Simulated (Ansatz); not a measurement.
# AlBO (triplet): from Hartree-Fock to the top rungs, cc-pVDZ

One table from this session's results is given with a row withheld; the runs are named, their logs left out.

Method: cc-pVDZ, core rule «outside noble gas», up to 7 orbitals frozen; program: Ansatz 0.2.0, Gaussian basis.

To be run: UHF; CCSD(T) on ROHF; CCSD(T) on UHF; BCCD(T) on ROHF; CISD; CCSDT(Q) on ROHF; CCSDT(Q) on UHF.

5 further runs of the same task are left out: 2 for a known fault of the program, 3 set aside as unsound or not needed.

## What is computed

The geometry is a PBE0/def2-TZVP stationary point (not a proven minimum) of the parent state, kept for this charge and spin.

3 atoms, charge 0, spin multiplicity 3.

Atoms are counted from 1 here; the program's logs count them from 0.

Bond lengths: Al1–O2 1.757 Å, O2–B3 1.280 Å. Angles: Al1–O2–B3 180.0°.

The first run:

The input, in.yaml:

```yaml
crystal:
  periodic: [false, false, false]
  atoms:
    - {symbol: Al, position_ang: [0.000000, 0.000000, 1.597900]}
    - {symbol: O, position_ang: [0.000000, 0.000000, -0.158800]}
    - {symbol: B, position_ang: [0.000000, 0.000000, -1.439100]}
basis:
  gaussian: {orbitals: cc-pVDZ}
magnetization: {spin_polarized: true, initial_magnetization: 2}
hamiltonian: {xc: hf}
output: {orbitals: {seedname: orbitals}}
```

Started as:

```sh
ansatz run in.yaml --threads 1 --pin off --events-out ev --progress --plain --max-ram 2816MiB --backend cpu
```

Steps of the session up to this table: UHF; CCSD(T) on ROHF; CCSD(T) on UHF; BCCD(T) on ROHF; CISD; CCSDT(Q) on ROHF; CCSDT(Q) on UHF.

One table of the session follows, with a row left open; its other results are not shown here.

| method | from UCCSDT(Q) (kcal/mol) |
| --- | --- |
| ROHF | +183.88 |
| UHF | +183.63 |
| RMP2 | +19.87 |
| UMP2 | +19.73 |
| CISD | ? |
| RCCSD | +8.36 |
| UCCSD | +8.35 |
| RCCSD(T) | +2.42 |
| UCCSD(T) | +2.41 |
| BCCD(T) | +2.19 |
| RCCSDT | +1.06 |
| UCCSDT | +1.05 |
| RCCSDT(Q) | +0.11 |
| UCCSDT(Q) | 0 |

Q: Estimate the row for CISD from the others.

The run gave: from UCCSDT(Q) (kcal/mol): +22.40. In the column «from UCCSDT(Q) (kcal/mol)» it lies between RMP2 (+19.87) and UHF (+183.63).

To keep in mind: Restricted and unrestricted rows rest on different reference determinants; where their highest levels disagree by more than a few hundredths of an eV, they describe different states and don't form one ladder.
